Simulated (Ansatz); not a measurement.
Ansatz (a first-principles code) input (CCSD(T)/6-31G):

Ansatz 0.2 input:
```yaml
crystal:
  periodic: [false, false, false]
  atoms:
    - {symbol: C, position_ang: [0.76197714, 0.16421155, 0.12929809]}
    - {symbol: C, position_ang: [-0.50086338, -0.15732525, -0.14166660]}
    - {symbol: H, position_ang: [-1.56668253, -0.04131782, 0.07421100]}
basis:
  gaussian:
    orbitals: 6-31G
total_charge: 1
magnetization: {spin_polarized: false}
correlation: {method: ccsd_t, electrons: outside_noble_gas}
```

End of the output:

```
mean field evaluation 160: about -2055.5761 eV, gradient 1.4e0 eV
mean field evaluation 192: about -2058.8713 eV, gradient 7.4e-6 eV
mean field -2058.91629065 eV, -75.6637780977 hartree, gradient 9.3e-9 eV, S^2 0.000000; 9 other end points of the search recorded, 0 dependent functions left out; unrestricted orbitals would lower it
mean field evaluation 224: about -2058.8970 eV, gradient 6.5e-2 eV
mean field evaluation 256: about -2058.9163 eV, gradient 6.7e-7 eV
mean field evaluation 288: about -2060.2848 eV, gradient 1.5e0 eV
mean field evaluation 320: about -2060.5825 eV, gradient 2.5e-1 eV
mean field evaluation 352: about -2059.9028 eV, gradient 2.8e0 eV
mean field evaluation 384: about -2060.3785 eV, gradient 2.7e-2 eV
mean field evaluation 416: about -2058.8713 eV, gradient 2.9e-5 eV
mean field evaluation 448: about -2058.9163 eV, gradient 1.6e-6 eV
mean field evaluation 480: about -2058.9090 eV, gradient 6.1e-2 eV
determinant -2058.91629065 eV, -75.6637780977 hartree, with singles and doubles -2063.09110812 eV, -75.8171998102 hartree
determinant -2058.87130846 eV, -75.6621250329 hartree, with singles and doubles -2063.60923358 eV, -75.8362405696 hartree
determinant -2055.44728266 eV, -75.5362944056 hartree, with singles and doubles -2061.77951069 eV, -75.7689994937 hartree
determinant -2058.91629065 eV, -75.6637780977 hartree, with singles and doubles -2063.10302811 eV, -75.8176378616 hartree
determinant -2058.87130846 eV, -75.6621250329 hartree, with singles and doubles -2063.78808575 eV, -75.8428132653 hartree
determinant -2055.44728266 eV, -75.5362944056 hartree, with singles and doubles -2061.77950335 eV, -75.7689992237 hartree
determinant -2055.44728266 eV, -75.5362944056 hartree, with singles and doubles -2061.86740351 eV, -75.7722294952 hartree
unrestricted determinant -2060.59757923 eV, -75.7255643134 hartree, S^2 1.4195
2 core orbitals not correlated
reference -2058.87130846 eV, -75.6621250329 hartree; 4, 4 occupied and 14, 14 virtual orbitals, 286 factors
second order -3.44295802 eV of doubles, -0.00000000 eV of singles
coupled cluster: 0.04 GiB planned
cycle   1  -4.91677463 eV  change    2.7e-6 eV  update   2.1e-6
coupled cluster: 0.04 GiB planned
perturbative correction -0.84494671 eV, -0.0310512190 hartree
WARN: the results are in doubt because among natural orbitals full CI differs from the method by +0.233 eV
Total energy: -2064.63302980 eV, -75.8738643867 hartree
In doubt: among natural orbitals full CI differs from the method by +0.233 eV
```

The program attaches cautions to this result: large difference.
